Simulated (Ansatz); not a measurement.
A nudged elastic band was laid between two geometries of H$_{6}$NSi$_{2}$ (9 atoms, charge 0, multiplicity 2).

Computed with Ansatz 0.2.0, UHF/6-31G*.

| Quantity | Value |
| --- | --- |
| movable images | 5 |
| climbing image | yes |
| spring | 5.0 eV/Å² |
| optimiser | quadratic models (default) |
| start path | through a guess of the saddle point |
| force threshold | 0.05 eV/Å |
| iteration limit | 57 |
| end points | relaxed |

Image 0:

```xyz
9
Properties=species:S:1:pos:R:3
N -1.649 0.341 -1.212
Si 0.014 0.689 -0.728
Si 0.652 -0.881 0.910
H -2.362 0.822 -0.686
H 0.870 0.563 -1.921
H 0.175 2.060 -0.189
H 2.040 -0.605 1.338
H 0.581 -2.257 0.381
H -0.232 -0.778 2.091
```

Image 6:

```xyz
9
Properties=species:S:1:pos:R:3
N -1.782 0.783 -0.707
Si -0.048 0.491 -0.875
Si 0.639 -0.898 0.900
H -2.033 1.594 -0.163
H 0.177 -0.176 -2.170
H 0.744 1.743 -0.859
H 0.348 -0.251 2.197
H 2.097 -1.131 0.808
H -0.055 -2.201 0.852
```

(1) What changes between the two ends?

(2) What energy profile does the band end with?

(3) What is the geometry of the highest image?

(4) What are the harmonic wavenumbers there?

The band took 18 iterations and about 7 core-minutes.

## Answers

(1) No bond is made or broken. The dihedral N1–Si2–Si3–H9 goes from -60 to 61°. The two ends are copies of one structure, up to a mirror image or an exchange of like atoms.

(2) The forces met the threshold. The highest image is number 3 of 0 to 6, 0.044 eV above the ends, which have the same energy within 2 meV. A vibrational analysis at the climbing image gives one clearly imaginary mode, 106i cm⁻¹: a first-order saddle point.

| image | path coordinate (Å) | energy (eV) | dihedral N1–Si2–Si3–H9 (°) |
| --- | --- | --- | --- |
| 0 | 0.00 | 0.000 | -60 |
| 1 | 0.70 | 0.012 | -40 |
| 2 | 1.39 | 0.034 | -19 |
| 3 | 2.09 | 0.044 | 2 |
| 4 | 2.75 | 0.031 | 22 |
| 5 | 3.42 | 0.010 | 42 |
| 6 | 4.08 | 0.000 | 61 |

(3) 
```xyz
9
Properties=species:S:1:pos:R:3
N -1.784 0.599 -0.885
Si -0.016 0.543 -0.857
Si 0.654 -0.866 0.922
H -2.197 1.309 -0.299
H 0.438 0.003 -2.151
H 0.587 1.884 -0.677
H 1.440 -0.109 1.920
H 1.492 -1.969 0.409
H -0.526 -1.441 1.601
```

(4) 106i, 180, 219, 448, 457, 565, 643, 724, 798, 890, 961, 995, 1028, 1033, 1059, 2340, 2364, 2369, 2371, 2393, 3696 cm⁻¹.

Time of the run: 7.8 min on 1 CPU thread of a shared host.
